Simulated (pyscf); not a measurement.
Structures and frequencies: ωB97X-D3(BJ)/def2-SVP in PySCF.

SMILES: [CH3][Bi]([CH3])[NH2]
```xyz
12

C      1.5317     0.5945     0.7140
Bi     0.2257     0.1090    -1.0663
C     -0.8699     2.0606    -0.8998
N     -1.3465    -0.9229    -0.0064
H      2.1289    -0.2838     1.0016
H      2.2123     1.4223     0.4612
H      0.8970     0.8970     1.5604
H     -0.2084     2.8920    -1.1860
H     -1.2017     2.1981     0.1395
H     -1.7466     2.0427    -1.5627
H     -1.4602    -0.5470     0.9361
H     -1.1191    -1.9118     0.1047
```
Charge 0, spin multiplicity 1.

Task: What is the homolytic dissociation enthalpy (298 K, ωB97M-D3(BJ)/def2-TZVP) of the Bi–N bond of H₃C–Bi(CH₃)–NH₂, to H₃C–Bi•–CH₃ + NH₂•?

Result: Bi–N to H₃C–Bi•–CH₃ + NH₂•: 56.9 kcal/mol. The 7 functionals that were run give +53.6 (M06-2X) to +60.8 kcal/mol (ωB97X-D3(BJ)/def2-TZVP). Other isomers of H₃C–Bi•–CH₃ were not searched in full and may lie lower. Elements past Kr carry the def2 core potentials, without spin-orbit coupling.
